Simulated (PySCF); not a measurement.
Molecule: `C=CCC=C`, C₅H₈.

Numbering as in the mapped SMILES `[CH2:1]=[CH:2][CH2:3][CH:4]=[CH2:5]`. Hydrogens are named by the atom that carries them. Ha(C1), Ha(C5) are cis to C3; Hb(C1), Hb(C5) are trans to C3.

Geometry PBE0-D3(BJ)/def2-SVP throughout; GIAO in PySCF 2.14, gas phase, one conformer, non-relativistic; equivalent atoms averaged; basis pcSseg-2.

Task: How do the shifts δ (against TMS at the same level) depend on the functional? (ppm; last column core-seconds on shared hosts with different chips, so compare them loosely; the GGAs took longer than the global hybrids here, which isn't the general rule, and the cause wasn't traced)

Result: 
```csv
functional,kind,C2/C4,C1/C5,C3,H(C2)/H(C4),Ha(C1)/Ha(C5),Hb(C1)/Hb(C5),H(C3),core-s
HF,Hartree–Fock,150.8,123.3,39.3,5.87,5.33,5.19,2.67,18
LDA,LDA,157.2,129.5,51.9,6.10,5.44,5.34,3.07,45
PBE,GGA,151.0,123.5,49.8,5.99,5.32,5.23,3.00,55
BLYP,GGA,151.6,122.0,50.3,5.91,5.23,5.13,2.95,63
BP86,GGA,150.3,123.2,49.5,5.95,5.31,5.22,2.98,63
OPBE,GGA,144.9,120.1,47.2,6.02,5.35,5.30,3.02,62
KT2,GGA,141.6,115.8,48.0,5.79,5.15,5.06,2.95,66
KT3,GGA,140.1,114.0,47.0,5.79,5.12,5.05,2.93,72
B97-D,GGA,146.0,118.8,48.3,5.89,5.23,5.14,2.96,70
B3LYP,global hybrid,152.8,124.1,47.9,5.91,5.28,5.17,2.89,45
PBE0,global hybrid,152.0,125.5,46.7,5.98,5.37,5.28,2.91,40
mPW1PW91,global hybrid,151.9,125.5,46.6,5.96,5.35,5.26,2.90,40
WP04,global hybrid,149.4,123.8,45.8,5.62,5.06,5.00,2.77,36
B97-2,global hybrid,148.6,122.4,46.1,5.92,5.31,5.22,2.89,34
BHandHLYP,global hybrid,153.2,125.2,44.5,5.90,5.31,5.20,2.80,34
CAM-B3LYP,range-separated hybrid,155.6,127.0,46.3,5.97,5.36,5.25,2.83,47
wB97X-D,range-separated hybrid,153.3,126.6,45.5,5.97,5.39,5.29,2.83,61
LC-wPBE,range-separated hybrid,156.9,131.5,43.9,6.05,5.51,5.41,2.80,53
```

Task: Which nucleus moves most, in ppm?

Result: C1/C5 (terminal =CH2 carbon): from 114.0 ppm with KT3 to 131.5 ppm with LC-wPBE. The smallest spread is 0.40 ppm, at H(C3). Proton shifts span only some 12 ppm, so a few tenths of a ppm matter as much there as several ppm in carbon.
